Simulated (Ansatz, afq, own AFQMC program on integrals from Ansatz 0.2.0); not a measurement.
## Si3Ge2H9, doublet in def2-SVP, levels against AFQMC with the constraint released

```xyz
14

Si   -1.1082    1.5316    0.6341
Si   -0.0095   -0.0626    1.9565
Ge    1.4716   -1.2933    0.5351
Ge    0.8252   -0.6275   -1.7335
Si   -1.2935    0.4586   -1.4569
H    -0.2391    2.7425    0.4805
H    -2.4232    1.9472    1.2136
H    -0.9768   -0.9563    2.6766
H     1.3074   -2.8116    0.7510
H     2.9454   -0.9272    0.8013
H     0.7508   -1.8356   -2.6887
H     1.8660    0.3679   -2.2889
H    -1.6256    1.3825   -2.5875
H    -2.3583   -0.5905   -1.3578
```

Basis def2-SVP. Only valence electrons are correlated. AFQMC by an in-house program on the Cholesky factors that Ansatz 0.2.0 writes for its CCSD(T) run. The CISD trial takes its coefficients from CCSD amplitudes. Released means that phaseless walkers are propagated on without the constraint, phases kept. Error bars are statistical, one sigma. No spin–orbit coupling.

Determinant: UHF, the one that the program's search chose, which needn't be the lowest solution. The geometry is a PBE0/def2-SVP stationary point of this or a neighbouring charge and spin state.

No full CI on the walks' own integrals is used here. The released AFQMC energy serves as the reference, which it does only where one determinant dominates, the energy is flat over the last release times and near the phaseless one (40 meV or 2 meV an electron, half that with transition metals). On small molecules, where full CI could be run and the noise was under 10 meV, such values lay within 10 meV of it in 19 cases of 20, a flattering rate, since the rule was set on those same cases; what remains of the bias isn't in the error bar.

Cautions: no relativity below Rb; no spin-orbit coupling; inner d shell frozen; the released value is read at 0.63 1/Eh with a noise of 17 meV, more than in the cases checked, later times being too noisy (meV from the phaseless value at times in 1/Eh: -15 ± 13 at 0.21, -16 ± 17 at 0.42, -27 ± 17 at 0.63, -18 ± 24 at 0.90).

- T1 diagnostic: 0.0148
- weight of the determinant in the CISD state: 0.734
- ⟨S²⟩ of the determinant: 0.760
- size of the correlated space: 29 electrons in 120 orbitals

Reference: AFQMC with the constraint released, correlation energy -15.839 ± 0.017 eV.

```csv
level,E − E(reference) (kJ/mol),share of correlation (%)
HF,1528.2 ± 1.6,0.00
MP2,300.2 ± 1.6,80.36
CCSD,62.4 ± 1.6,95.92
CCSD(T),12.2 ± 1.6,99.20
ph-AFQMC/CISD,2.6 ± 1.8,99.83
```

Released energies are given only where the last usable release times agree within the noise; a slower fall can still hide under it.
